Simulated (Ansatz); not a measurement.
# C₂H₆OS₂: up Jacob's ladder to CCSD(T)

One table from this session's results is given with a row withheld; the runs are named, their logs left out.

Computed with Ansatz 0.2.0, Gaussian basis. Level: functionals in def2-TZVPP, the program's frozen cores in correlated methods.

Levels to be run: PBE-D4, r2SCAN-D4, PBE0-D4, B3LYP-D4, ωB97X-V, ωB97M-V, B2PLYP; CCSD(T)/def2-TZVPP; MP2/def2-QZVPP; extrapolation to the limit.

## Structure used throughout

The geometry comes from an earlier relaxation with PBE0-D4 in a triple-zeta def2 set; it is a stationary point, not always the lowest conformer.

SMILES `CC(O)(S)S`, 11 atoms, charge 0, spin multiplicity 1.

Atoms are counted from 1 here; the program's logs count them from 0.

Bond lengths: C1–C2 1.513 Å, C1–H6 1.093 Å, C1–H7 1.090 Å, C1–H8 1.089 Å, C2–O3 1.391 Å, C2–S4 1.834 Å, C2–S5 1.842 Å, O3–H9 0.963 Å, S4–H10 1.343 Å, S5–H11 1.342 Å. Angles: C2–C1–H6 109.7°, C2–C1–H7 108.8°, C2–C1–H8 110.8°, H6–C1–H7 108.9°, H6–C1–H8 109.4°, H7–C1–H8 109.3°, C1–C2–O3 106.9°, C1–C2–S4 107.3°, C1–C2–S5 112.2°, O3–C2–S4 113.2°, O3–C2–S5 106.3°, S4–C2–S5 111.0°, C2–O3–H9 108.9°, C2–S4–H10 96.0°, C2–S5–H11 96.9°.

Set-up of the first run:

Contents of in.yaml:

```yaml
crystal:
  periodic: [false, false, false]
  atoms:
    - {symbol: C, position_ang: [-1.015537, -0.238695, 0.864599]}
    - {symbol: C, position_ang: [0.249411, 0.003092, 0.070691]}
    - {symbol: O, position_ang: [1.311934, -0.100055, 0.963191]}
    - {symbol: S, position_ang: [0.105458, 1.664532, -0.692642]}
    - {symbol: S, position_ang: [0.524005, -1.291017, -1.211590]}
    - {symbol: H, position_ang: [-1.138920, 0.550679, 1.610055]}
    - {symbol: H, position_ang: [-0.929990, -1.197042, 1.377064]}
    - {symbol: H, position_ang: [-1.885735, -0.257761, 0.210612]}
    - {symbol: H, position_ang: [2.124578, 0.147527, 0.510277]}
    - {symbol: H, position_ang: [1.094472, 1.495300, -1.584817]}
    - {symbol: H, position_ang: [-0.374375, -0.833460, -2.096941]}
basis:
  gaussian: {orbitals: def2-TZVPP}
hamiltonian: {xc: pbe, dispersion: d4}
output: {forces: true, orbitals: {seedname: orbitals}}
```

Started as:

```sh
$ ansatz run in.yaml --threads 4 --pin off --events-out ev --progress --plain --max-ram 10444MiB
```

Steps of the session up to this table: PBE-D4 (GGA); r2SCAN-D4 (meta-GGA); PBE0-D4 (hybrid); B3LYP-D4 (hybrid); ωB97X-V (range-separated); ωB97M-V (range-separated); B2PLYP (double hybrid); CCSD(T) in def2-TZVPP; MP2 in def2-QZVPP.

One table of the session follows, with a row left open; its other results are not shown here.

```
            method  atomisation energy (kJ/mol)
            PBE-D4                       3990.5
         r2SCAN-D4                       3903.0
           PBE0-D4                       3903.1
          B3LYP-D4                       3870.6
           ωB97X-V                       3902.0
           ωB97M-V                       3911.9
            B2PLYP                            ?
     HF/def2-TZVPP                       2688.1
    MP2/def2-TZVPP                       3846.5
   CCSD/def2-TZVPP                       3703.1
CCSD(T)/def2-TZVPP                       3775.9
           MP2/CBS                       3963.9
       CCSD(T)/CBS                       3893.3
```

Estimate the missing values for B2PLYP.

The run gave: atomisation energy (kJ/mol): 3823.5. In the column «atomisation energy (kJ/mol)» it lies between CCSD(T)/def2-TZVPP (3775.9) and MP2/def2-TZVPP (3846.5).

Caveats from the session: Free atoms (2 C, 1 O, 2 S, 6 H) were run apart at each level; the atomisation energy is their sum less the molecule, without zero-point or spin-orbit terms.
